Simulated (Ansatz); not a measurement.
One stationary structure of Ta. Space group Im-3m (No. 229), bcc (W type). Method: r2SCAN (plane waves to 500 eV, PAW, scalar-relativistic; Ansatz, a first-principles code).

```xyz
1
Lattice="-1.6525 1.6525 1.6525 1.6525 -1.6525 1.6525 1.6525 1.6525 -1.6525" Properties=species:S:1:pos:R:3 pbc="T T T"
Ta     0.0000     0.0000     0.0000
```

For Ta, the volume per atom is 18.05 Å³ and the density is 16.64 g/cm³. The band gap is no gap (metallic). The shortest distances is Ta–Ta 2.86 Å. The k-mesh is 20×20×20.

Band energies at high-symmetry points (eV from the Fermi level; labels of this space group; no spin-orbit coupling), from −5 eV up to 4.0 eV:

```
point           energies
-----  -----------------
Γ         0.86 0.86 0.86
H            -3.92 -3.92
N       -4.53 -1.55 1.48
P      -1.32 -1.32 -1.32
```

No spin polarisation in the result.

Measured for Ta: a 3.299 Å (static lattice; corrected from measurement; as listed in Daniel Mejia-Rodriguez, S. B. Trickey, Phys. Rev. B (2018)). Computed minus measured — a: r2SCAN +0.2 %. The computed values are for a static lattice.

The run could not lose the symmetry of its start; a randomly shaken copy of 2 atoms returns to this structure.
